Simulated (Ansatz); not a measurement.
# Energy profile

The step: AlH₂OF ([OH][AlH][F]) → AlHO ([OH][Al]) + HF; bonds formed: F2–H3; bonds broken: Al1–F2, Al1–H3 (atoms numbered as in the saddle structure below).

Al1  (0.628, 0.251, -0.263)
F2  (-0.009, -1.530, -0.242)
H3  (1.088, -1.338, -0.741)
O4  (-0.423, 1.374, 0.425)
H5  (-1.284, 1.243, 0.820)
(Å)

Electronic energies by CCSD(T) at an estimated basis limit (MP2 extrapolated from triple and quadruple zeta, plus CCSD(T) − MP2 in triple zeta), on PBE0-D4/def2-TZVP structures; AlH₂OF, closed shell; no counterpoise correction. Ansatz 0.2.0; basis: def2-TZVPP and def2-QZVPP; cores frozen in the correlated methods. Extrapolation: Hartree–Fock as exp(−7.88 √X), correlation as X^−2.97.

(1) Give the profile in eV, counted from the start structure. (To be estimated.)

The T1 diagnostic stays at or below 0.017. The restricted Hartree–Fock reference is unstable towards an unrestricted one at one or more of these structures.

Answers

(1) Computed:
```
                                                                            point     eV
                                                                  start structure  0.000
                                                                           saddle  3.457
                                                                    end structure  2.459
separated: AlHO (linked as [OH][Al]; Al1, O4, H5; singlet) + HF (F2, H3; singlet)  2.580
```

For scale, one of the runs: CCSD(T)/def2-TZVPP, 132 basis functions (an equivalent command: `ansatz run in.yaml --threads 2`). Time: 4 s of wall clock on 2 CPU threads; the host was shared. Peak host memory: 0.73 GiB.
